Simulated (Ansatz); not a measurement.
SiH3S (SMILES [SiH2]S): methods side by side

The species is SiH3S (5 atoms), meant as a doublet with charge 0. As SMILES, `[SiH2]S`. The shape is that of a PBE0-D4/def2-TZVP optimisation. This is one conformer, not always the lowest.

Each level gives the vertical energy of the quartet above the doublet (eV). The values are calculated.

```tsv
level	kind	program	value (eV)	less FCI/STO-3G
USVWN5/STO-3G	LDA	Ansatz	8.34	+0.17
UPBE/STO-3G	GGA	Ansatz	8.15	-0.02
U-r2SCAN/STO-3G	meta-GGA	Ansatz	8.16	-0.01
U-r2SCAN0/STO-3G	hybrid meta-GGA	Ansatz	8.11	-0.06
UMP2/STO-3G	perturbation theory	Ansatz	8.10	-0.07
UBCCD(T)/STO-3G	coupled cluster or CI	Ansatz	8.17	0.00
UCCSD(T)/STO-3G	coupled cluster or CI	Ansatz	8.17	0.00
FCI/STO-3G	exact in the basis	Ansatz	8.17	0.00
```

FCI/STO-3G is exact within its basis and frozen core, so for wave-function methods in that basis the difference is their error; functionals converge differently with the basis, so for them it is only a difference. The values span 8.10 to 8.34 eV. All rows use very small basis sets, so even the best lies far from the true value.
